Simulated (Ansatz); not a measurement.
Consider the hydrogen abstraction from the O–H bond: `[OH][AlH][Cl]` + `[CH3]`• → `[O][AlH][Cl]`• + CH₄.

Gas-phase electronic energies from Ansatz, PBE0-D4/def2-TZVP geometries. CCSD(T)/CBS adds triple-zeta CCSD(T) − MP2 to the extrapolated MP2 energy (def2 sets, frozen cores). This one scheme is used for every species. Functionals use def2-TZVPP. B3LYP here is the variant with VWN-RPA as its local correlation; programs differ in this. Open shells (•) are unrestricted, without spin–orbit coupling. One conformer a species, not always the lowest.

`[OH][AlH][Cl]`:

Cartesian coordinates in Å:
```
O -0.107 0.559 -1.155
Al 0.352 -0.184 0.283
Cl -1.098 -0.652 1.722
H -1.007 0.794 -1.377
H 1.860 -0.517 0.526
```

`[CH3]`•:

Z-matrix (Å, degrees):
```
C
H 1 1.080
H 1 1.080 2 120.0
H 1 1.080 2 120.0 3 180.0
```

`[O][AlH][Cl]`•:

Cartesian coordinates in Å:
```
O -0.164 -1.575 -0.669
Al -0.010 -0.043 0.116
Cl 0.248 1.606 -1.127
H -0.073 0.012 1.680
```

CH₄:

```xyz
5

C     0.000    0.000    0.000
H    -0.249   -0.327    1.009
H     0.595   -0.767   -0.494
H     0.571    0.927    0.049
H    -0.917    0.167   -0.564
```

Question: Is it downhill or uphill in electronic energy at CCSD(T)/CBS, and by how much? (Estimate.)

Answer: The calculation gave: Uphill: ΔE = +0.77 eV.

Question: What do these levels give: r2SCAN-D4, r2SCAN, B3LYP, LC-ωPBE, HF/def2-QZVPP, MP2/CBS(def2)? (Best estimate.)

Answer: Computed: r2SCAN-D4 0.73, r2SCAN 0.73, B3LYP 0.62, LC-ωPBE 0.73, HF/def2-QZVPP 0.32, MP2/CBS(def2) 1.01 eV.

Largest T1 diagnostic among the species: 0.013.

From r2SCAN to r2SCAN0 (25 % exact exchange), in def2-TZVPP and without D4, ΔE moves by −0.04 eV. At CCSD(T), def2-SVP lies −0.21 eV from the extrapolated value and def2-TZVPP −0.07 eV. In def2-TZVPP, CCSD(T) changes the Hartree–Fock value by +0.39 eV (the triples alone add +0.03 eV) and MP2 by +0.63 eV.
